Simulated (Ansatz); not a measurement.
System: CH2O2, charge 1, doublet. CH2O2+ (parent SMILES OC=O, doublet).
B3LYP-D3(BJ)/def2-TZVP minimum from Ansatz (a quantum-chemistry and plane-wave program):
```xyz
5

O      0.8245    -0.7162    -0.0525
C     -0.3424    -0.2178     0.0051
O     -0.6128     1.0018     0.0542
H      1.5697    -0.0743    -0.0583
H     -1.2086    -0.9033     0.0138
```
Charge +1, spin multiplicity 2.

Total energies in cc-pVDZ, 17 correlated electrons, 3 frozen orbitals. Open shells are spin-unrestricted; no spin-orbit coupling. Cores are frozen in correlated methods. No relativity. The spin of CH2O2+ (parent SMILES O=CO, doublet) was assumed, and the state is the lowest solution found for it.

| method | program | energy (Eh) | minus CCSDT(Q) (mEh) |
|---|---|---|---|
| HF | Ansatz | -188.43261 | 483.90 |
| MP2 | Ansatz | -188.87452 | 41.99 |
| CCSD | Ansatz | -188.90053 | 15.98 |
| CCSD(T) | Ansatz | -188.91421 | 2.29 |
| CCSDT(Q) | Ansatz | -188.91651 | 0.00 |

Rough core times of Ansatz's runs on a shared machine: CCSD(T) under 20 s, CCSDT(Q) 4 min.
